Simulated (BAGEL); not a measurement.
**Si2H6 (disilane): a chain of runs**

Aim: a series of 15 runs (PBE0/6-31G*, RI-MP2/6-31G*) of H6Si2. 

The results are computed with BAGEL 1.2.2.

### 1 The structure to begin with

Si2H6: 8 atoms, total charge 0, spin state singlet. SMILES: `[SiH3][SiH3]`. One bond was lengthened or shortened from a relaxed shape.

Bond lengths: Si1–Si2 2.338 Å, Si1–H3 1.488 Å, Si1–H4 1.488 Å, Si1–H5 1.488 Å, Si2–H6 1.488 Å, Si2–H7 1.265 Å, Si2–H8 1.488 Å. Some angles: Si1–Si2–H6 110.3°, Si1–Si2–H7 110.3°, Si1–Si2–H8 110.3°, Si2–Si1–H3 110.3°, Si2–Si1–H4 110.3°, Si2–Si1–H5 110.3°, H6–Si2–H7 108.7°, H6–Si2–H8 108.7°, H7–Si2–H8 108.7°, H3–Si1–H4 108.7°.

### 2 The energy at PBE0/6-31G(d) (density fitting with svp-jkfit, spherical functions) (run 1)

The input, input.json:

```json
{ "bagel": [

{
  "title": "molecule",
  "basis": "6-31gs.json",
  "df_basis": "svp-jkfit",
  "angstrom": true,
  "geometry": [
    { "atom": "Si", "xyz": [      -0.210807,       0.313781,      -1.047951 ] },
    { "atom": "Si", "xyz": [       0.493193,      -0.680819,       0.947949 ] },
    { "atom": "H", "xyz": [       0.963593,       0.771781,      -1.837951 ] },
    { "atom": "H", "xyz": [      -0.983207,      -0.660319,      -1.864951 ] },
    { "atom": "H", "xyz": [      -1.078307,       1.487681,      -0.760951 ] },
    { "atom": "H", "xyz": [       1.268693,       0.292181,       1.763249 ] },
    { "atom": "H", "xyz": [       1.228100,      -1.680500,       0.704000 ] },
    { "atom": "H", "xyz": [      -0.681307,      -1.135619,       1.739549 ] }
  ]
},

{ "title": "ks", "xc_func": "pbe0" },

{ "title": "print", "file": "orbitals.molden", "orbitals": true }

]}
```

The basis set 6-31G* is read from a file made from the Basis Set Exchange's data (not shown).

Run with:

```
$ BAGEL_NUM_THREADS=1 BAGEL input.json > input.out
```

Standard output:

```text
* using 1 threads per process

  ===============================================================
  ===============================================================

  *** Geometry ***

  { "atom" : "Si", "xyz" : [     -0.398367,      0.592960,     -1.980340 ] },
  { "atom" : "Si", "xyz" : [      0.932000,     -1.286561,      1.791364 ] },
  { "atom" : "H", "xyz" : [      1.820927,      1.458455,     -3.473224 ] },
  { "atom" : "H", "xyz" : [     -1.857992,     -1.247822,     -3.524247 ] },
  { "atom" : "H", "xyz" : [     -2.037705,      2.811310,     -1.437989 ] },
  { "atom" : "H", "xyz" : [      2.397482,      0.552142,      3.332058 ] },
  { "atom" : "H", "xyz" : [      2.320773,     -3.175685,      1.330367 ] },
  { "atom" : "H", "xyz" : [     -1.287484,     -2.146009,      3.287271 ] },

  Number of auxiliary basis functions:      364

  Since a DF basis is specified, we compute 2- and 3-index integrals:
    o Being stored without compression. Storage requirement is 0.007 GB

  Number of basis functions:       48
  Number of electrons      :       34

    * METHOD: MOLECULE                             0.11

  *** Kohn-Sham DFT ***

    * Removing 12016 points whose weight is below 1.00e-10
    * Grid points: 107232

  === Nuclear Repulsion ===
    91.8225056034

       - DIIS with orbital gradients will be used.

  === KS iteration (pbe0 / 6-31gs.json) ===
      0       -568.83069209          0.14675055           0.19
      1       -578.29685760          0.07707918           0.18
      2       -578.10499232          0.12391963           0.18
      3       -582.02611527          0.02598702           0.18
      4       -582.23693855          0.00699443           0.18
      5       -582.25352509          0.00228697           0.18
      6       -582.25559687          0.00030599           0.18
      7       -582.25563290          0.00005359           0.18
      8       -582.25563392          0.00000385           0.18
      9       -582.25563392          0.00000099           0.18
     10       -582.25563392          0.00000013           0.18
     11       -582.25563392          0.00000006           0.18
     12       -582.25563392          0.00000001           0.18
    * SCF iteration converged.

    * Permanent dipole moment:
           (   -0.070595,     0.096307,     0.007310) a.u.

    * METHOD: KS                                   2.68

    * METHOD: PRINT                                0.00

  ===============================================================
```

Wall time 3 s (1 thread of Arm Neoverse V2, shared host); peak memory 0.28 GiB.

### 3 Bond 7-2 at 1.488 A: a single-point energy at RI-MP2/6-31G(d) (density fitting with svp-jkfit, spherical functions) (run 2)

The input, mp2.json:

```json
{ "bagel" : [

{
  "title" : "molecule",
  "basis" : "6-31gs.json",
  "df_basis" : "svp-jkfit",
  "angstrom" : "true",
  "geometry" : [
    { "atom" : "Si", "xyz" : [   -0.340527,    0.490237,   -1.004891 ] },
    { "atom" : "Si", "xyz" : [    0.363473,   -0.504363,    0.991009 ] },
    { "atom" : "H", "xyz" : [    0.833873,    0.948237,   -1.794891 ] },
    { "atom" : "H", "xyz" : [   -1.112927,   -0.483863,   -1.821891 ] },
    { "atom" : "H", "xyz" : [   -1.208027,    1.664137,   -0.717891 ] },
    { "atom" : "H", "xyz" : [    1.138973,    0.468637,    1.806309 ] },
    { "atom" : "H", "xyz" : [    1.228100,   -1.680500,    0.704000 ] },
    { "atom" : "H", "xyz" : [   -0.811027,   -0.959163,    1.782609 ] }
  ]
},
{
  "title" : "hf"
},
{
  "title" : "mp2",
  "ncore" : 10
}

]}
```

The basis set 6-31G* is read from a file made from the Basis Set Exchange's data (not shown).

Run with:

```
$ BAGEL_NUM_THREADS=1 BAGEL mp2.json > mp2.out
```

Standard output:

```text
* using 1 threads per process

  ===============================================================
  ===============================================================

  *** Geometry ***

  { "atom" : "Si", "xyz" : [     -0.643503,      0.926414,     -1.898969 ] },
  { "atom" : "Si", "xyz" : [      0.686864,     -0.953108,      1.872736 ] },
  { "atom" : "H", "xyz" : [      1.575792,      1.791908,     -3.391852 ] },
  { "atom" : "H", "xyz" : [     -2.103127,     -0.914369,     -3.442875 ] },
  { "atom" : "H", "xyz" : [     -2.282840,      3.144763,     -1.356617 ] },
  { "atom" : "H", "xyz" : [      2.152347,      0.885596,      3.413429 ] },
  { "atom" : "H", "xyz" : [      2.320773,     -3.175685,      1.330367 ] },
  { "atom" : "H", "xyz" : [     -1.532619,     -1.812555,      3.368643 ] },

  Number of auxiliary basis functions:      364

  Since a DF basis is specified, we compute 2- and 3-index integrals:
    o Being stored without compression. Storage requirement is 0.007 GB

  Number of basis functions:       48
  Number of electrons      :       34

    * METHOD: MOLECULE                             0.11

  *** RHF ***

  === Nuclear Repulsion ===
    90.7728902717

      * DIIS with orbital gradients will be used.

  === RHF iteration (6-31gs.json) ===
      0       -581.26121938          0.01074208           0.02
      1       -581.29904610          0.00315100           0.02
      2       -581.30244849          0.00051847           0.02
      3       -581.30254690          0.00010199           0.02
      4       -581.30255268          0.00001175           0.02
      5       -581.30255278          0.00000131           0.02
      6       -581.30255278          0.00000019           0.02
      7       -581.30255278          0.00000004           0.02
      8       -581.30255278          0.00000001           0.02
    * SCF iteration converged.

    * Permanent dipole moment:
           (    0.000081,    -0.000094,    -0.000072) a.u.

    * METHOD: HF                                   0.25

  *** RHF ***

  === Nuclear Repulsion ===
    90.7728902717

      * DIIS with orbital gradients will be used.

  === RHF iteration (6-31gs.json) ===
      0       -581.30255278          0.00000000           0.02
    * SCF iteration converged.

    * Permanent dipole moment:
           (    0.000081,    -0.000094,    -0.000072) a.u.

  === DF-MP2 calculation ===

    * freezing 10 orbitals
    * 3-index integral transformation done
    * assembly done

      MP2 correlation energy:   -0.1587931166      0.01

      MP2 total energy:       -581.4613459008

    * METHOD: MP2                                  0.06

  ===============================================================
```

It took 0.58 s on 1 thread of Arm Neoverse V2, shared host.

Runs 3 to 7 aren't shown in full; the table further down has their settings and results.

### 4 Bond 7-2 at 2.380 A: the energy at RI-MP2/6-31G(d) (density fitting with svp-jkfit, spherical functions) (run 8)

The input, calc.json:

```json
{ "bagel" : [

{
  "title" : "molecule",
  "basis" : "6-31gs.json",
  "df_basis" : "svp-jkfit",
  "angstrom" : true,
  "geometry" : [
    { "atom" : "Si", "xyz" : [   -0.859233,    1.195824,   -0.832709 ] },
    { "atom" : "Si", "xyz" : [   -0.155233,    0.201224,    1.163191 ] },
    { "atom" : "H", "xyz" : [    0.315167,    1.653824,   -1.622709 ] },
    { "atom" : "H", "xyz" : [   -1.631633,    0.221724,   -1.649709 ] },
    { "atom" : "H", "xyz" : [   -1.726733,    2.369724,   -0.545709 ] },
    { "atom" : "H", "xyz" : [    0.620267,    1.174224,    1.978491 ] },
    { "atom" : "H", "xyz" : [    1.228100,   -1.680500,    0.704000 ] },
    { "atom" : "H", "xyz" : [   -1.329733,   -0.253576,    1.954791 ] }
  ]
},
{ "title" : "hf" },
{ "title" : "mp2", "ncore" : 10 }

]}
```

The basis set 6-31G* is read from a file made from the Basis Set Exchange's data (not shown).

Run with:

```
$ BAGEL_NUM_THREADS=1 BAGEL calc.json > calc.out
```

Standard output:

```text
* using 1 threads per process

  ===============================================================
  ===============================================================

  *** Geometry ***

  { "atom" : "Si", "xyz" : [     -1.623715,      2.259780,     -1.573592 ] },
  { "atom" : "Si", "xyz" : [     -0.293348,      0.380258,      2.198112 ] },
  { "atom" : "H", "xyz" : [      0.595579,      3.125274,     -3.066476 ] },
  { "atom" : "H", "xyz" : [     -3.083340,      0.418998,     -3.117498 ] },
  { "atom" : "H", "xyz" : [     -3.263052,      4.478129,     -1.031241 ] },
  { "atom" : "H", "xyz" : [      1.172135,      2.218962,      3.738806 ] },
  { "atom" : "H", "xyz" : [      2.320773,     -3.175685,      1.330367 ] },
  { "atom" : "H", "xyz" : [     -2.512831,     -0.479189,      3.694020 ] },

  Number of auxiliary basis functions:      364

  Since a DF basis is specified, we compute 2- and 3-index integrals:
    o Being stored without compression. Storage requirement is 0.007 GB

  Number of basis functions:       48
  Number of electrons      :       34

    * METHOD: MOLECULE                             0.11

  *** RHF ***

  === Nuclear Repulsion ===
    88.3268464979

      * DIIS with orbital gradients will be used.

  === RHF iteration (6-31gs.json) ===
      0       -581.15418474          0.01107772           0.02
      1       -581.19690431          0.00339566           0.02
      2       -581.20074673          0.00095567           0.02
      3       -581.20110240          0.00011477           0.02
      4       -581.20110956          0.00001912           0.02
      5       -581.20110980          0.00000495           0.03
      6       -581.20110981          0.00000124           0.02
      7       -581.20110982          0.00000031           0.02
      8       -581.20110982          0.00000006           0.02
      9       -581.20110982          0.00000001           0.02
     10       -581.20110982          0.00000000           0.03
    * SCF iteration converged.

    * Permanent dipole moment:
           (    0.433284,    -0.591264,    -0.026728) a.u.

    * METHOD: HF                                   0.30

  *** RHF ***

  === Nuclear Repulsion ===
    88.3268464979

      * DIIS with orbital gradients will be used.

  === RHF iteration (6-31gs.json) ===
      0       -581.20110982          0.00000000           0.02
    * SCF iteration converged.

    * Permanent dipole moment:
           (    0.433284,    -0.591264,    -0.026728) a.u.

  === DF-MP2 calculation ===

    * freezing 10 orbitals
    * 3-index integral transformation done
    * assembly done

      MP2 correlation energy:   -0.1676669166      0.01

      MP2 total energy:       -581.3687767320

    * METHOD: MP2                                  0.06

  ===============================================================
```

It took 0.64 s on 1 thread of Arm Neoverse V2, shared host.

Runs 9 to 14 aren't shown in full; the table further down has their settings and results.

### 5 Bond 7-2 at 4.165 A: a single-point energy at PBE0/6-31G(d) (density fitting with svp-jkfit, spherical functions) (run 15)

The input, job.json:

```json
{ "bagel" : [

{
  "title" : "molecule",
  "basis" : "6-31gs.json",
  "df_basis" : "svp-jkfit",
  "angstrom" : "true",
  "geometry" : [
    { "atom" : "Si", "xyz" : [   -1.896762,    2.607156,   -0.488306 ] },
    { "atom" : "Si", "xyz" : [   -1.192762,    1.612556,    1.507594 ] },
    { "atom" : "H", "xyz" : [   -0.722362,    3.065156,   -1.278306 ] },
    { "atom" : "H", "xyz" : [   -2.669162,    1.633056,   -1.305306 ] },
    { "atom" : "H", "xyz" : [   -2.764262,    3.781056,   -0.201306 ] },
    { "atom" : "H", "xyz" : [   -0.417262,    2.585556,    2.322894 ] },
    { "atom" : "H", "xyz" : [    1.228100,   -1.680500,    0.704000 ] },
    { "atom" : "H", "xyz" : [   -2.367262,    1.157756,    2.299194 ] }
  ]
},
{
  "title" : "ks",
  "xc_func" : "pbe0"
},
{
  "title" : "print",
  "file" : "orbitals.molden",
  "orbitals" : "true"
}

]}
```

The basis set 6-31G* is read from a file made from the Basis Set Exchange's data (not shown).

Run with:

```
$ BAGEL_NUM_THREADS=1 BAGEL job.json > job.out
```

Standard output:

```text
* using 1 threads per process

  ===============================================================
  ===============================================================

  *** Geometry ***

  { "atom" : "Si", "xyz" : [     -3.584361,      4.926811,     -0.922765 ] },
  { "atom" : "Si", "xyz" : [     -2.253994,      3.047289,      2.848940 ] },
  { "atom" : "H", "xyz" : [     -1.365066,      5.792305,     -2.415648 ] },
  { "atom" : "H", "xyz" : [     -5.043985,      3.086029,     -2.466671 ] },
  { "atom" : "H", "xyz" : [     -5.223698,      7.145160,     -0.380413 ] },
  { "atom" : "H", "xyz" : [     -0.788511,      4.885993,      4.389633 ] },
  { "atom" : "H", "xyz" : [      2.320773,     -3.175685,      1.330367 ] },
  { "atom" : "H", "xyz" : [     -4.473477,      2.187842,      4.344847 ] },

  Number of auxiliary basis functions:      364

  Since a DF basis is specified, we compute 2- and 3-index integrals:
    o Being stored without compression. Storage requirement is 0.007 GB

  Number of basis functions:       48
  Number of electrons      :       34

    * METHOD: MOLECULE                             0.11

  *** Kohn-Sham DFT ***

    * Removing 10636 points whose weight is below 1.00e-10
    * Grid points: 108612

  === Nuclear Repulsion ===
    86.2412802378

       - DIIS with orbital gradients will be used.

  === KS iteration (pbe0 / 6-31gs.json) ===
      0       -568.64538627          0.14478864           0.19
      1       -577.92030407          0.07370503           0.18
      2       -577.73887476          0.11705316           0.18
      3       -581.45755632          0.02764594           0.19
      4       -581.77189414          0.01563323           0.19
      5       -581.79257129          0.01134830           0.18
      6       -581.90459069          0.01167247           0.19
      7       -581.98178786          0.01222950           0.19
      8       -581.87250863          0.01233059           0.19
      9       -581.91517062          0.01258860           0.19
     10       -581.91196540          0.01281036           0.19
     11       -581.69946694          0.01302922           0.18
     12       -581.94341931          0.01299127           0.18
     13       -581.88281049          0.01209327           0.18
     14       -582.06097369          0.00611898           0.19
     15       -581.98997961          0.01200246           0.18
     16       -581.98358580          0.01217232           0.18
     17       -582.04740053          0.00814383           0.18
     18       -582.05948937          0.00665444           0.19
     19       -582.07639028          0.00081600           0.19
     20       -582.07664397          0.00013228           0.20
     21       -582.07664420          0.00013417           0.18
     22       -582.07665086          0.00002080           0.18
     23       -582.07665103          0.00000165           0.18
     24       -582.07665103          0.00000010           0.18
     25       -582.07665103          0.00000004           0.18
     26       -582.07665103          0.00000001           0.19
    * SCF iteration converged.

    * Permanent dipole moment:
           (    0.611199,    -0.833724,    -0.052887) a.u.

    * METHOD: KS                                   5.32

    * METHOD: PRINT                                0.00

  ===============================================================
```

It took 5.7 s on 1 thread of Arm Neoverse V2, shared host; peak memory 0.28 GiB.

### 6 All runs side by side

| run | level | frozen core orbitals | partner | energy (Eh) | dipole moment (D) | HOMO energy (eV) | LUMO energy (eV) | wall time |
| --- | --- | --- | --- | --- | --- | --- | --- | --- |
| 1 | PBE0/6-31G* (density fitting with svp-jkfit, spherical functions) | – | bond 7-2 at 1.265 A | -582.255634 | 0.30 | -8.31 | 0.76 | 3 s |
| 2 | RI-MP2/6-31G* (density fitting with svp-jkfit, spherical functions) | 10 | bond 7-2 at 1.488 A | -581.461346 | – | – | – | 0.58 s |
| 3 | PBE0/6-31G* (density fitting with svp-jkfit, spherical functions) | – | bond 7-2 at 1.488 A | -582.280057 | 0.00 | -8.35 | 0.72 | 2.9 s |
| 4 | RI-MP2/6-31G* (density fitting with svp-jkfit, spherical functions) | 10 | bond 7-2 at 1.711 A | -581.448546 | – | – | – | 0.6 s |
| 5 | PBE0/6-31G* (density fitting with svp-jkfit, spherical functions) | – | bond 7-2 at 1.711 A | -582.268187 | 0.37 | -8.38 | 0.29 | 3.3 s |
| 6 | RI-MP2/6-31G* (density fitting with svp-jkfit, spherical functions) | 10 | bond 7-2 at 2.008 A | -581.413784 | – | – | – | 0.62 s |
| 7 | PBE0/6-31G* (density fitting with svp-jkfit, spherical functions) | – | bond 7-2 at 2.008 A | -582.234846 | 0.86 | -8.21 | -0.73 | 3.6 s |
| 8 | RI-MP2/6-31G* (density fitting with svp-jkfit, spherical functions) | 10 | bond 7-2 at 2.380 A | -581.368777 | – | – | – | 0.64 s |
| 9 | PBE0/6-31G* (density fitting with svp-jkfit, spherical functions) | – | bond 7-2 at 2.380 A | -582.190908 | 1.39 | -7.57 | -1.97 | 3.9 s |
| 10 | RI-MP2/6-31G* (density fitting with svp-jkfit, spherical functions) | 10 | bond 7-2 at 2.827 A | -581.324880 | – | – | – | 0.66 s |
| 11 | PBE0/6-31G* (density fitting with svp-jkfit, spherical functions) | – | bond 7-2 at 2.827 A | -582.147041 | 1.87 | -6.89 | -3.03 | 3.6 s |
| 12 | RI-MP2/6-31G* (density fitting with svp-jkfit, spherical functions) | 10 | bond 7-2 at 3.422 A | -581.287350 | – | – | – | 0.62 s |
| 13 | PBE0/6-31G* (density fitting with svp-jkfit, spherical functions) | – | bond 7-2 at 3.422 A | -582.106153 | 2.31 | -6.31 | -3.88 | 4.2 s |
| 14 | RI-MP2/6-31G* (density fitting with svp-jkfit, spherical functions) | 10 | bond 7-2 at 4.165 A | -581.271538 | – | – | – | 0.64 s |
| 15 | PBE0/6-31G* (density fitting with svp-jkfit, spherical functions) | – | bond 7-2 at 4.165 A | -582.076651 | 2.63 | -5.90 | -4.43 | 5.7 s |

### 7 Outcome

| quantity | value |
| --- | --- |
| bond 7-2 at 4.165 A, run 15: total energy | -582.07665 Eh |
| bond 7-2 at 4.165 A, run 15: dipole moment | 2.63 D |
| bond 7-2 at 4.165 A, run 15: HOMO energy | -5.90 eV |
| bond 7-2 at 4.165 A, run 15: LUMO energy | -4.43 eV |
| bond 7-2 at 4.165 A, run 15: HOMO–LUMO gap | 1.47 eV |

In words: In runs 10, 11, 12, 13, 14, 15 a closed-shell determinant meets a far-stretched bond, which it describes badly. All runs together took 35 s, the longest 5.7 s.
